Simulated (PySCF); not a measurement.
# Working out the ionisation energy of N

N [He] 2s2 2p3 (4S) → N⁺ [He] 2s2 2p2 (3P). All numbers are calculated (PySCF 2.14, the non-relativistic Hamiltonian (point nucleus), in aug-cc-pV5Z). Frozen: 1s2. Energies in hartree (1 hartree = 27.21139 eV):

```csv
part,N (lower),N⁺ (upper)
UHF,-54.404469,-53.893861
MP2 opposite-spin,-0.075608,-0.066032
MP2 same-spin,-0.031892,-0.014317
```

Q: What does Hartree-Fock give?

A: (-53.893861) − (-54.404469) = 0.510608 hartree = 13.894 eV.

Q: What do MP2 and SCS-MP2 (6/5 opposite-spin, 1/3 same-spin) give?

A: The opposite-spin parts differ by 0.261 eV and the same-spin parts by 0.478 eV. MP2: 13.894 + (0.261) + (0.478) = 14.633 eV. SCS-MP2: 13.894 + 1.2 × (0.261) + (0.478)/3 = 14.367 eV.

Measured between the centres of the two terms (NIST): 14.545 eV, so MP2 (valence) is off by 0.088 eV.

What remains against the reference includes basis incompleteness, the frozen core and correlation beyond second order.
